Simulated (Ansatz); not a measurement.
Isomers of AlH$_{5}$SSi, relaxed with PBE0-D4/def2-TZVP in Ansatz; electronic energies, one conformer each and not always the lowest. Functionals use def2-TZVPP; CBS adds triple-zeta CCSD(T) − MP2 to the MP2 limit of def2-TZVPP and def2-QZVPP.

(1) Order them by energy at frozen-core CCSD(T)/CBS, lowest first. (An estimate is asked.)
A. `[AlH2][S][SiH3]`
B. `[AlH2][SiH2]S`
C. `[SiH3][AlH][SH]`

(2) How do ωB97M-V, B2PLYP, MP2/CBS(def2), HF/CBS(def2) place them (kJ/mol, against `[AlH2][S][SiH3]`)? (Best estimate.)

## Answers

(1) A (0.0 kJ/mol), C (52.2 kJ/mol), B (125.5 kJ/mol).

(2) The calculation gave: 
```tsv
isomer	ωB97M-V	B2PLYP	MP2/CBS(def2)	HF/CBS(def2)
`[AlH2][SiH2]S`	128.6	125.8	136.7	130.5
`[SiH3][AlH][SH]`	56.5	50.9	64.3	59.0
```
